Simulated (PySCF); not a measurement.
# SiS−: bond curves at several levels of theory

An exercise on one series of results from a longer session: the logs are not shown, and one member is left open.

Computed with PySCF 2.14.0. Level: Si aug-cc-pVDZ-DK, S aug-cc-pVDZ-DK, spin-free X2C with a Gaussian nucleus.

The first run:

Settings of the job:

- atoms: Si, S
- charge: -1
- basis: Si aug-cc-pVDZ-DK, S aug-cc-pVDZ-DK
- Hamiltonian: spin-free X2C with a Gaussian nucleus
- basis functions: 54
- electrons treated: 31
- masses in u: 27.9769, 31.9721
- levels: PBE0, PBE, r²SCAN, PW91, BP86, B3LYP, CAM-B3LYP, HF, MP2, SCS-MP2, CCSD, CCSD(T)
- grid: 80 radial by 434 angular points
- occupations: held fixed by the projection of orbital angular momentum
- dissociation limit: Si + S−, each in its ground configuration
- starting distance in angstrom: 2.200
- values of 2S to try: 1, 3

On the command line:

```bash
$ OMP_NUM_THREADS=1 python dia.py task.json out
```

Steps of the session up to this table: The job; The PBE0 curve of the state that the search chose; Higher solutions at PBE0; PBE (GGA); r²SCAN (meta-GGA); PW91; BP86 (GGA); B3LYP (global hybrid GGA); CAM-B3LYP (range-separated hybrid); UHF; Adding correlation.

One of the session's tables, all rows but one given; the rest of the session is left out.

```
      level  Re (Å)  ωe (cm⁻¹)  De (eV)
        UHF   2.045        627     2.98
    UHF-MP2   2.066        599     4.36
UHF-SCS-MP2       ?          ?        ?
   UHF-CCSD   2.067        595     3.99
        PBE   2.071        576     4.76
       PW91   2.071        575     4.76
       BP86   2.074        571     4.70
     r²SCAN   2.057        597     4.66
      B3LYP   2.064        585     4.38
       PBE0   2.051        608     4.58
  CAM-B3LYP   2.046        613     4.29
```

Q: Estimate the row for UHF-SCS-MP2 from the others.

**Answer.** Re (Å): 2.067; ωe (cm⁻¹): 597; De (eV): 4.20.

De is counted to Si + S− in their ground configurations.
